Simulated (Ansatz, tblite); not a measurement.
# Diborane mono Cl (B₂H₅Cl): rung by rung

One table from this session's results is given with a row withheld; the runs are named, their logs left out.

The runs use Ansatz 0.2.0, Gaussian basis; as each input shows.

The runs, in order: GFN1-xTB, GFN2-xTB, PBE-D4/def2-TZVP, r2SCAN-D4/def2-TZVP, BLYP-D4/def2-TZVP, CAM-B3LYP-D4/def2-TZVP, HSE06-D4/def2-TZVP, r2SCAN0-D4/def2-TZVP, HF/def2-TZVP, BHLYP-D4/def2-TZVP, LDA/def2-TZVP, PBE-D4/def2-SVP, PBE0-D4/def2-SVP, HF/STO-3G, HF/6-31G, B3LYP-D4/6-31G, CCSD(T)/def2-TZVPP, MP2/def2-TZVP, RPA/def2-TZVP.

## The geometry

The singlet was relaxed beforehand with PBE-D4/def2-TZVP.

8 atoms, charge 0, spin multiplicity 1.

Bond lengths: B1–Cl2 1.777 Å, B1–H3 1.195 Å, B1–H4 1.344 Å, B1–B5 1.762 Å, B1–H8 1.344 Å, H4–B5 1.307 Å, B5–H6 1.196 Å, B5–H7 1.195 Å, B5–H8 1.307 Å. Angles: Cl2–B1–H3 118.6°, Cl2–B1–H4 111.6°, Cl2–B1–B5 121.7°, Cl2–B1–H8 111.5°, H3–B1–H4 108.8°, H3–B1–B5 119.7°, H3–B1–H8 108.8°, H4–B1–B5 47.5°, H4–B1–H8 94.9°, B5–B1–H8 47.5°, B1–H4–B5 83.3°, B1–B5–H4 49.3°, B1–B5–H6 117.2°, B1–B5–H7 119.3°, B1–B5–H8 49.3°, H4–B5–H6 106.5°, H4–B5–H7 109.4°, H4–B5–H8 98.5° and more.

Geometry (Å):

```xyz
8

B    -0.5979   -0.0997    0.5817
Cl   -0.1406   -0.8231    2.1384
H    -1.7371    0.2196    0.4118
H     0.1953    0.9388    0.2670
B     0.5809    0.1523   -0.7032
H     0.1848    0.6453   -1.7186
H     1.7178   -0.1703   -0.5249
H    -0.2032   -0.8629   -0.4522
```

PBE0-D4/def2-TZVP was run before; its log isn't repeated, and its numbers join the tables.

The first run:

Tight binding, by tblite at 300 K electronic temperature and without a spin-polarisation term:

```python
tblite.interface.Calculator('GFN1-xTB', numbers, positions, charge=0, uhf=0).singlepoint()
```

Tight binding, by tblite at 300 K electronic temperature and without a spin-polarisation term:

```python
tblite.interface.Calculator('GFN2-xTB', numbers, positions, charge=0, uhf=0).singlepoint()
```

start.molden holds the orbitals of an earlier run on this state, given as this run's starting guess.

Input file in.yaml:

```yaml
crystal:
  periodic: [false, false, false]
  atoms:
    - {symbol: B, position_ang: [-0.597902, -0.099699, 0.581661]}
    - {symbol: Cl, position_ang: [-0.140563, -0.823087, 2.138432]}
    - {symbol: H, position_ang: [-1.737070, 0.219625, 0.411762]}
    - {symbol: H, position_ang: [0.195254, 0.938790, 0.267019]}
    - {symbol: B, position_ang: [0.580889, 0.152260, -0.703176]}
    - {symbol: H, position_ang: [0.184813, 0.645283, -1.718571]}
    - {symbol: H, position_ang: [1.717816, -0.170266, -0.524912]}
    - {symbol: H, position_ang: [-0.203237, -0.862905, -0.452216]}
basis:
  gaussian: {orbitals: def2-TZVP, initial_orbitals: start.molden}
hamiltonian: {xc: pbe, dispersion: d4}
scf: {omitted_lower_state_checks: [starts]}
output: {orbitals: {seedname: orbitals}}
```

Started as:

```console
$ ansatz run in.yaml --threads 4 --pin off --events-out ev --progress --plain --max-ram 3916MiB
```

Steps of the session up to this table: PBE-D4/def2-TZVP; r2SCAN-D4/def2-TZVP; BLYP-D4/def2-TZVP; CAM-B3LYP-D4/def2-TZVP; HSE06-D4/def2-TZVP; r2SCAN0-D4/def2-TZVP; HF/def2-TZVP; BHLYP-D4/def2-TZVP; LDA/def2-TZVP; PBE-D4/def2-SVP; PBE0-D4/def2-SVP; HF/STO-3G; HF/6-31G; B3LYP-D4/6-31G; CCSD(T)/def2-TZVPP; MP2/def2-TZVP; RPA/def2-TZVP.

One table of the session follows, with a row left open; its other results are not shown here.

```
                 level  HOMO (eV)  gap (eV)
             HF/STO-3G     -10.64     16.72
              HF/6-31G          ?         ?
          HF/def2-TZVP     -12.15     14.62
         LDA/def2-TZVP      -7.56      5.17
       PBE-D4/def2-SVP      -7.27      5.31
      PBE-D4/def2-TZVP      -7.46      5.34
     BLYP-D4/def2-TZVP      -7.32      5.40
   r2SCAN-D4/def2-TZVP      -7.79      5.98
        B3LYP-D4/6-31G      -8.51      7.29
      PBE0-D4/def2-SVP      -8.71      7.69
     PBE0-D4/def2-TZVP      -8.85      7.70
  r2SCAN0-D4/def2-TZVP      -9.06      8.11
    HSE06-D4/def2-TZVP      -8.44      6.92
    BHLYP-D4/def2-TZVP     -10.12     10.08
CAM-B3LYP-D4/def2-TZVP     -10.24     10.24
```

**Question.** Estimate the row for HF/6-31G.

As computed: HOMO (eV): -12.17; gap (eV): 14.86. In the column «HOMO (eV)» it is the lowest.
